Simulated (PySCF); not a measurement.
# Functional benchmark on one molecule

Molecule: `O=P([O-])([O-])[O-]`, [O4P]3-.

Bonds (- single, = double, # triple, : aromatic): O1=P2 1.600 Å, P2-O3 1.600 Å, P2-O4 1.600 Å, P2-O5 1.600 Å. Formal charges: O3 -1, O4 -1, O5 -1.

Total charge -3.

Geometry PBE0-D3(BJ)/def2-SVP throughout; GIAO in PySCF, gas phase, one conformer, non-relativistic; equivalent atoms averaged; basis pcSseg-2.

Reference values (measured; NMR Tables: representative 31P chemical shifts referenced to 85 % H3PO4 (instrument maker's almanac)): δ(P2) = 6.0 ppm vs 85 % H3PO4. Computed shifts are taken against H3PO4, calculated as an isolated molecule at each level.

**Question.** How do the functionals HF, LDA, PBE, BLYP, BP86, OPBE, KT2, KT3, B97-D, B3LYP, PBE0, mPW1PW91 perform against the reference? Times are CPU seconds on 1 thread of an Intel Xeon Platinum 8559C, shared host; the GGAs took longer than the global hybrids here, which isn't the general rule, and the cause wasn't traced.

**Answer.** 
| functional | kind | P2 | abs. error P | core-s |
| --- | --- | --- | --- | --- |
| HF | Hartree–Fock | 24.9 | 18.9 | 4.9 |
| LDA | LDA | 33.9 | 27.9 | 10 |
| PBE | GGA | 31.7 | 25.7 | 13 |
| BLYP | GGA | 34.0 | 28.0 | 12 |
| BP86 | GGA | 32.6 | 26.6 | 12 |
| OPBE | GGA | 26.2 | 20.2 | 13 |
| KT2 | GGA | 32.2 | 26.2 | 12 |
| KT3 | GGA | 29.6 | 23.6 | 14 |
| B97-D | GGA | 31.4 | 25.4 | 12 |
| B3LYP | global hybrid | 32.7 | 26.7 | 9.2 |
| PBE0 | global hybrid | 30.1 | 24.1 | 9.6 |
| mPW1PW91 | global hybrid | 30.4 | 24.4 | 9.6 |

For ³¹P the closest is HF (18.9 ppm) and the furthest BLYP (28.0 ppm). One molecule is a small sample, and vibrational and solvent effects are absent from the calculation.
